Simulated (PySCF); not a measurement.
# From one method to the next for Li2

What do other methods print for Li2?

Program: PySCF 2.14.0. Level of theory: each script names its method and basis. These are calculated values, not measurements.

### 1 Starting geometry

Li2: 2 atoms, charge 0, spin multiplicity 1.

No contacts short enough for the rule that draws bonds.

### 2 The base run

input.py reads:

```python
from pyscf import gto, dft
from pyscf.hessian import thermo

mol = gto.M(
    atom='Li 0 0 0; Li 0 0 2.57',
    basis='jorge-dzp',
    charge=0,
    spin=0,
    symmetry=True,
    verbose=3,
)
mf = dft.RKS(mol, xc='b3lyp5')
mf = mf.density_fit(auxbasis='def2-universal-jkfit')
mf.kernel()
hess = mf.Hessian().kernel()
print('wavenumber (cm^-1) =', thermo.harmonic_analysis(mol, hess)['freq_wavenumber'].round(1))
mf.dip_moment()
print('orbital energies (hartree):', mf.mo_energy[..., max(0, mol.nelec[1]-3):mol.nelec[0]+3].round(4))
```

The run is started by

```bash
$ OMP_NUM_THREADS=1 python input.py
```

Its log is not repeated here.

Base result: E(SCF) = -14.993805 Eh, μ = 0.00 D, wavenumbers 394 cm⁻¹.

The bond length is a typed value, not an optimised one, so the wavenumber is not that of the minimum.

### 3 MP2 (RHF)

Edit 1 changes step after the SCF: frequency → mp2; SCF type: RKS → RHF; functional: b3lyp5 → none (Hartree–Fock).

input.py reads:

```python
from pyscf import gto, scf, mp

mol = gto.M(
    atom='Li 0 0 0; Li 0 0 2.57',
    basis='jorge-dzp',
    charge=0,
    spin=0,
    symmetry=True,
    verbose=3,
)
mf = scf.RHF(mol)
mf = mf.density_fit(auxbasis='def2-universal-jkfit')
mf.kernel()
mp.MP2(mf).kernel()
mf.dip_moment()
print('orbital energies (hartree):', mf.mo_energy[..., max(0, mol.nelec[1]-3):mol.nelec[0]+3].round(4))
```

The run is started by

```bash
$ OMP_NUM_THREADS=1 python input.py
```

### 4 Stability test

Edit 2 changes step after the SCF: frequency → stability; point-group symmetry: on → off.

input.py reads:

```python
from pyscf import gto, dft

mol = gto.M(
    atom='Li 0 0 0; Li 0 0 2.57',
    basis='jorge-dzp',
    charge=0,
    spin=0,
    verbose=3,
)
mf = dft.RKS(mol, xc='b3lyp5')
mf = mf.density_fit(auxbasis='def2-universal-jkfit')
mf.kernel()
mf.stability(internal=True, external=True)
mf.dip_moment()
print('orbital energies (hartree):', mf.mo_energy[..., max(0, mol.nelec[1]-3):mol.nelec[0]+3].round(4))
```

### 5 Pw6b95

Edit 3 changes functional: b3lyp5 → pw6b95.

Changes to input.py since step 2:

```diff
@@ -11,3 +11,3 @@
 )
-mf = dft.RKS(mol, xc='b3lyp5')
+mf = dft.RKS(mol, xc='pw6b95')
 mf = mf.density_fit(auxbasis='def2-universal-jkfit')
```

### 6 SCF alone

Edit 4 changes step after the SCF: frequency → none.

Changes to input.py since step 2:

```diff
@@ -1,3 +1,2 @@
 from pyscf import gto, dft
-from pyscf.hessian import thermo
 
@@ -14,4 +13,2 @@
 mf.kernel()
-hess = mf.Hessian().kernel()
-print('wavenumber (cm^-1) =', thermo.harmonic_analysis(mol, hess)['freq_wavenumber'].round(1))
 mf.dip_moment()
```

Before running it: what results should come out? Wanted: for each run, E(SCF); from base; gap; after the SCF.

As calculated:

```tsv
run	E(SCF) (hartree)	from base (eV)	gap (eV)	after the SCF
base	-14.993805	0	2.27	highest mode 394 cm⁻¹
MP2 (RHF)	-14.868275	not comparable	5.19	MP2 correlation -0.982 eV
stability test	-14.993805	0.0000	2.27	stable
pw6b95	-15.040945	not comparable	2.53	highest mode 395 cm⁻¹
SCF alone	-14.993805	0.0000	2.27	n/a
```

The gap between the frontier levels is 2.3 eV with b3lyp5 (20 % exact exchange) and 2.5 eV with pw6b95 (28 %). A lower total energy from another functional means nothing by itself.
